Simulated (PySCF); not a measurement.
# Basis set benchmark on one molecule

Molecule: `C=CC`, C₃H₆.

Cartesian coordinates in Å; atom numbers follow the order of the lines, from 1:
```xyz
9

C     1.358    0.091   -0.255
C     0.278   -0.108    0.501
C    -1.136   -0.011    0.032
H     1.272    0.349   -1.316
H     2.368    0.004    0.155
H     0.419   -0.365    1.559
H    -1.691    0.755    0.600
H    -1.195    0.245   -1.036
H    -1.672   -0.962    0.188
```

Geometry PBE0-D3(BJ)/def2-SVP throughout; GIAO in PySCF, gas phase, one conformer, non-relativistic; equivalent atoms averaged; functional PBE0.

Reference values (measured; solution, not stated per compound (mostly CDCl3 or CCl4); Pretsch, Buehlmann, Badertscher, Structure Determination of Organic Compounds, 4th ed. (2009)): δ(C3) = 18.7 ppm, δ(H7/H8/H9) = 1.71 ppm, δ(H6) = 5.73 ppm, δ(H5) = 4.88 ppm, δ(H4) = 4.97 ppm. Computed shifts are taken against TMS, calculated as an isolated molecule at each level.

How do the basis sets STO-3G, 6-31G, pcSseg-0, 6-31G*, def2-SVP, cc-pVDZ, pcSseg-1, 6-311+G(2d,p), aug-cc-pVDZ, def2-TZVP, IGLO-III, cc-pVTZ, pcSseg-2 perform against the reference? Times are CPU seconds on shared hosts with different chips, so compare them loosely.

Answers


| basis set | functions | C3 | H7/H8/H9 | H6 | H5 | H4 | abs. error C | mean abs. error H | core-s |
| --- | --- | --- | --- | --- | --- | --- | --- | --- | --- |
| STO-3G | 21 | 23.5 | 1.47 | 5.40 | 5.26 | 5.04 | 4.8 | 0.26 | 1.1 |
| 6-31G | 39 | 21.7 | 1.89 | 6.25 | 5.46 | 5.56 | 3.0 | 0.47 | 2.1 |
| pcSseg-0 | 39 | 24.2 | 1.90 | 5.86 | 5.42 | 5.50 | 5.5 | 0.35 | 2.9 |
| 6-31G* | 54 | 20.8 | 1.68 | 5.98 | 5.08 | 5.17 | 2.1 | 0.17 | 2.6 |
| def2-SVP | 72 | 20.2 | 1.63 | 5.85 | 5.00 | 5.14 | 1.5 | 0.12 | 4.5 |
| cc-pVDZ | 72 | 21.9 | 1.70 | 5.97 | 5.11 | 5.26 | 3.2 | 0.19 | 5 |
| pcSseg-1 | 81 | 22.7 | 1.80 | 6.00 | 5.24 | 5.36 | 4.0 | 0.28 | 3.6 |
| 6-311+G(2d,p) | 117 | 21.4 | 1.79 | 6.21 | 5.18 | 5.31 | 2.7 | 0.30 | 5.8 |
| aug-cc-pVDZ | 123 | 21.5 | 1.87 | 6.28 | 5.31 | 5.42 | 2.8 | 0.40 | 9 |
| def2-TZVP | 129 | 22.2 | 1.79 | 6.21 | 5.20 | 5.32 | 3.5 | 0.31 | 9.9 |
| IGLO-III | 165 | 22.5 | 1.81 | 6.21 | 5.20 | 5.31 | 3.8 | 0.31 | 13 |
| cc-pVTZ | 174 | 22.0 | 1.79 | 6.17 | 5.21 | 5.30 | 3.3 | 0.29 | 15 |
| pcSseg-2 | 192 | 22.9 | 1.82 | 6.23 | 5.24 | 5.34 | 4.2 | 0.34 | 14 |

For ¹³C the closest is def2-SVP (1.5 ppm) and the furthest pcSseg-0 (5.5 ppm).

For ¹H the closest is def2-SVP (0.12 ppm) and the furthest 6-31G (0.47 ppm). Where a smaller basis beats a larger one, errors probably cancel; the largest sets show where the functional converges. One molecule is a small sample, and vibrational and solvent effects are absent from the calculation.

A small basis that lands close on one nucleus may do so by chance; judge by the trend and by all nuclei.
